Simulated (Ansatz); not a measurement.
Competing steps

Reactants: CH₆AlN ([CH3][AlH][NH2]) (brackets give SMILES or just the links). Saddle points were found for several chosen steps; others may exist. Gas-phase electronic energies, without zero-point energy, by CCSD(T) at an estimated basis limit (MP2 extrapolated from triple and quadruple zeta, plus CCSD(T) − MP2 in triple zeta); Ansatz 0.2.0, def2-TZVPP and QZVPP, frozen cores, on PBE0-D4/def2-TZVP structures. Extrapolation: Hartree–Fock as exp(−7.88 √X), correlation as X^−2.97. No counterpoise correction.

**Question.** Rank the steps by the energy of their saddle points, lowest first, and give each saddle's height above the lowest. (To be estimated.)
A. 1,1-elimination, to CH₃Al ([CH3][Al]) + NH₃, still joined by a dative Al–N bond (breaks or loosens Al–H, Al–N; forms H–N)
B. 1,2-elimination, to AlNH₂ ([NH][AlH]) + CH₄ (breaks or loosens Al–C, H–N; forms C–H)

**Answer.** By the calculation: A (0.0 kJ/mol), B (9.7 kJ/mol). Heights count from the lowest.

The lowest of these saddles lies at 302.2 kJ/mol relative to the reactant.

**Question.** Does the lowest of these saddles lead to the lowest end structure (the products still in contact)? (Judge from chemistry; the calculation decides.)

**Answer.** By the calculation: Yes. Relative to the reactant, the ends lie at 153.9 (CH₃Al ([CH3][Al]) + NH₃); 252.4 (AlNH₂ ([NH][AlH]) + CH₄) kJ/mol.

The T1 diagnostic stays at or below 0.020. The restricted Hartree–Fock reference is unstable towards an unrestricted one at one or more of these structures.

For scale, one of the runs: CCSD(T)/def2-TZVPP, 188 basis functions, launched by `ansatz run in.yaml --threads 2 --pin off --events-out ev --progress --plain --max-ram 4352MiB`. Hardware: 2 CPU threads of an Arm Neoverse V2, shared host. Wall time 28 s; peak host memory 1.9 GiB.
